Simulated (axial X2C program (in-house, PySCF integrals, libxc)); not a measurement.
## Working with the constants of Na₂

A bond curve at the CCSD(T) level, with spin–orbit coupling, was computed with an axial X2C code built on PySCF integrals (basis Na dyall-cv3z [9s8p5d2f] (cores contracted in-house)) for the state Ω = 0 (closed shell). Its fit gives Re = 3.1716 Å, ωe = 152.0 cm⁻¹, ωexe = 0.668 cm⁻¹ and αe = 8.214e-04 cm⁻¹; the masses are 22.9898 and 22.9898 u. Two-component means X2C with spin–orbit coupling and atomic mean-field Coulomb and Gaunt terms.

Correlated methods: 2 electrons correlated (number of frozen shells: Na 2 s, 1 p), 242 virtual spin orbitals or spinors in MP2, 48 natural virtuals in coupled cluster.

(1) Find the reduced mass, Be and the force constant.

(2) A Morse curve ties αe to the other constants (Pekeris). How well does that hold?

(3) Give B0 and the most populated J at 300 K (kT = 208.5 cm⁻¹).

(4) Estimate the centrifugal constant by the Kratzer relation.

(5) Where do the fundamental and the first overtone lie?

The state is a single determinant with fixed occupations, the lowest that a limited PBE0 search found. Coupled cluster ran in a truncated set of natural virtual spinors; the MP2 energy of the rest was added. (T) has no such correction and the atoms are truncated less, which lowers De at CCSD(T) by a hundredth of an eV or more.

## Answers

(1) From the CCSD(T) values: μ = 11.4949 u. Be = 16.8576/(μ Re²) = 0.1458 cm⁻¹. k = 5.8918×10⁻⁷ μ ωe² = 0.156 mdyn/Å.

(2) αe(Morse) = 6Be²/ωe × (√(ωexe/Be) − 1) = 9.569e-04 cm⁻¹; the CCSD(T) curve gives 8.214e-04 cm⁻¹, a ratio of 1.17.

(3) B0 = Be − αe/2 = 0.1454 cm⁻¹; J(max) ≈ √(kT/2B0) − 1/2 = 26.3, so J = 26, nuclear-spin weights apart.

(4) D = 4Be³/ωe² = 5.37e-07 cm⁻¹.

(5) ν(1←0) = ωe − 2ωexe = 150.7 cm⁻¹; ν(2←0) = 2ωe − 6ωexe = 300.0 cm⁻¹.
